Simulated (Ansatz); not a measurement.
# C2H4FS: the cost of one run

All numbers below are computed with Ansatz 0.2.0 (RKS PBE/def2-SVP).

**1. The system as given**

Bond lengths: F1–C2 1.355 Å, C2–C3 1.464 Å, C3–S4 1.638 Å, C2–H5 1.104 Å, C2–H6 1.105 Å, C3–H7 1.085 Å, S4–H8 1.359 Å. Angles: F1–C2–C3 111.9°, F1–C2–H5 108.2°, F1–C2–H6 108.2°, C3–C2–H5 110.9°, C3–C2–H6 110.8°, H5–C2–H6 106.6°, C2–C3–S4 126.0°, C2–C3–H7 116.7°, S4–C3–H7 117.3°, C3–S4–H8 97.4°.

Coordinates:

```xyz
8

F    -1.4178    0.6206   -0.0110
C    -0.0792    0.8187   -0.0894
C     0.6664   -0.4368    0.0215
S     0.0171   -1.9286    0.2142
H     0.1398    1.3227   -1.0475
H     0.2139    1.5211    0.7111
H     1.7478   -0.3671   -0.0326
H    -1.2879   -1.5506    0.2337
```

**2. Relaxing end A**

Contents of input.yaml:

```yaml
crystal:
  periodic: [false, false, false]
  atoms:
    - { symbol: F, position_ang: [-1.4178, 0.62055, -0.01101] }
    - { symbol: C, position_ang: [-0.07924, 0.81874, -0.08944] }
    - { symbol: C, position_ang: [0.66637, -0.43682, 0.02148] }
    - { symbol: S, position_ang: [0.01708, -1.92859, 0.21422] }
    - { symbol: H, position_ang: [0.13981, 1.32273, -1.04746] }
    - { symbol: H, position_ang: [0.21392, 1.52107, 0.71112] }
    - { symbol: H, position_ang: [1.74781, -0.36708, -0.03261] }
    - { symbol: H, position_ang: [-1.28795, -1.5506, 0.2337] }
total_charge: 1
basis:
  gaussian: { orbitals: def2-SVP }
hamiltonian:
  xc: pbe
relax:
  f_tol: 0.015
  max_steps: 40
output:
  orbitals: {}
```

Started as:

```bash
ansatz run input.yaml --threads 1 --pin off --max-ram 2048MiB --backend cpu --events-out ev --progress --plain --runs-dir out
```

Q: Estimate wall time and peak memory on 1 thread of Arm Neoverse V1, shared host.

About 14 s, with a peak of 0.12 GiB.
